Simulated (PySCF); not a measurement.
A spin–spin coupling run with PySCF 2.14 (density fitting, non-relativistic, gas phase) on 1,2-epoxybutane (SMILES CC[C@H]1CO1):

```
$ OMP_NUM_THREADS=1 python probes_run.py task.json out

{"job": {"kind": "j", "xc": "B3LYP", "basis": "pcJ-1"}, "charge": 0, "multiplicity": 1}
C      1.536952     0.639190     0.120186
C      0.480966     0.020619    -0.791760
C     -0.503980    -0.800133     0.011985
C     -0.842337    -2.182663    -0.327015
O     -0.003530    -1.879174     0.749785
H      2.260674     1.203228    -0.462604
H      1.073579     1.307470     0.842740
H      2.053907    -0.147558     0.663289
H      0.975043    -0.623928    -1.522271
H     -0.065827     0.795851    -1.331619
H     -1.252146    -0.215185     0.546073
H     -0.361811    -2.652410    -1.178276
H     -1.816909    -2.581450    -0.067060
```

Hardware: 1 thread of an Intel Xeon 6975P-C, shared host. The job also computes field gradients.

Task: How large is the calculation?

Result: 40 electrons, 215 basis functions and 772 auxiliary functions.

Task: How long does it take, and how much memory does it need?

Result: 20 s of wall time, with 13 SCF cycles; peak memory 0.83 GiB. Times on a shared host scatter by some tens of per cent.

Task: And these other runs on the same molecule and hardware: GIAO shielding at PBE0/pcSseg-1?

Result: PBE0/pcSseg-1: 125 functions, 9.1 s.
